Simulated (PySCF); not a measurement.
Compound: naphthoquinone, C10H6O2.
Atom-mapped SMILES: `[O:1]=[C:2]1[CH:3]=[CH:4][C:5](=[O:6])[c:7]2[cH:8][cH:9][cH:10][cH:11][c:12]21` (hydrogens: H13 on C3; H14 on C4; H15 on C8; H16 on C9; H17 on C10; H18 on C11)

Method: PBE0-D3(BJ)/def2-SVP geometry optimisation, gas phase in PySCF 2.14.0.

Some entries are withheld. Bonds in one row agree within 0.01 Å.

```json
{"coordinate": "O1=C2, C5=O6", "value": "1.215 Å"}
{"coordinate": "C2–C3, C4–C5", "value": "?"}
{"coordinate": "C3=C4", "value": "1.343 Å"}
{"coordinate": "C7–C8, C11–C12", "value": "1.396 Å"}
{"coordinate": "C8–C9, C10–C11", "value": "?"}
{"coordinate": "C9–C10", "value": "?"}
{"coordinate": "C2–C12, C5–C7", "value": "1.489 Å"}
{"coordinate": "C7–C12", "value": "?"}
{"coordinate": "C3–H13, C4–H14", "value": "1.093 Å"}
{"coordinate": "C8–H15, C11–H18", "value": "1.092 Å"}
{"coordinate": "C9–H16, C10–H17", "value": "1.093 Å"}
{"coordinate": "O1–C2–C3", "value": "?"}
{"coordinate": "O1–C2–C12", "value": "?"}
{"coordinate": "C3–C2–C12", "value": "117.0°"}
{"coordinate": "C2–C3–C4", "value": "122.3°"}
{"coordinate": "C5–C7–C8", "value": "?"}
{"coordinate": "C5–C7–C12", "value": "120.7°"}
{"coordinate": "C8–C7–C12", "value": "119.9°"}
{"coordinate": "C7–C8–C9", "value": "120.0°"}
{"coordinate": "C8–C9–C10", "value": "120.2°"}
```

**Question.** Estimate the withheld lengths and angles.

**Answer.** 
- C2–C3, C4–C5 = 1.482 Å, drawn single (ketone carbonyl carbon to alkene CH carbon); 0.02 Å above the sum of covalent radii, 1.46 Å.
- C8–C9, C10–C11 = 1.392 Å, aromatic (both ends aromatic CH carbon); 0.07 Å below the sum of covalent radii, 1.46 Å.
- C9–C10 = 1.398 Å, aromatic (both ends aromatic CH carbon); 0.06 Å below the sum of covalent radii, 1.46 Å.
- C7–C12 = 1.405 Å, aromatic (both ends substituted aromatic carbon); 0.05 Å below the sum of covalent radii, 1.46 Å.
- O1–C2–C3 = 120.8°, at the ketone carbonyl carbon; the outer atoms are 2.348 Å apart.
- O1–C2–C12 = 122.2°, at the ketone carbonyl carbon; the outer atoms are 2.371 Å apart.
- C5–C7–C8 = 119.4°, at the substituted aromatic carbon; the outer atoms are 2.491 Å apart.

Radii are Cordero's, carbon taken as 0.76, 0.73 or 0.69 Å for four, three, and two or fewer neighbours.

Whether it is a minimum is left open (no frequencies).
